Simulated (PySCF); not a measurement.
## Chlorine: a sound run and one with changed settings

Sound run: Cl [Ne] 3s2 3p5, Cl+ [Ne] 3s2 3p4. Computed with PySCF 2.14 in jorge-DZP-DKH (7s4p1d, 24 functions), with scalar relativity by spin-free X2C-1e. In the sound run the correlated levels freeze [Ne]. The sound run starts from symmetry-adapted Hartree-Fock orbitals and uses a fine grid where one is needed.

Changed run: all electrons correlated in a basis built for the valence shell.

```
species   method  sound run (hartree)  changed run (hartree)  converged
     Cl      MP2           -461.00022             -461.05021        yes
     Cl  CCSD(T)           -461.01816             -461.06820        yes
    Cl+      MP2           -460.54393             -460.59409        yes
    Cl+  CCSD(T)           -460.56407             -460.61442        yes
```

Ionisation energy of Cl:

| method | sound run (eV) | changed run (eV) |
| --- | --- | --- |
| UHF | 11.774 | 11.774 |
| MP2 | 12.416 | 12.412 |
| SCS-MP2 | 12.398 | 12.393 |
| CCSD | 12.350 | 12.341 |
| CCSD(T) | 12.356 | 12.348 |

A valence basis has no tight correlating functions, so it recovers only part of the core correlation, and not evenly between atom and ion.

For comparison, NIST gives 12.968 eV between the lowest levels.
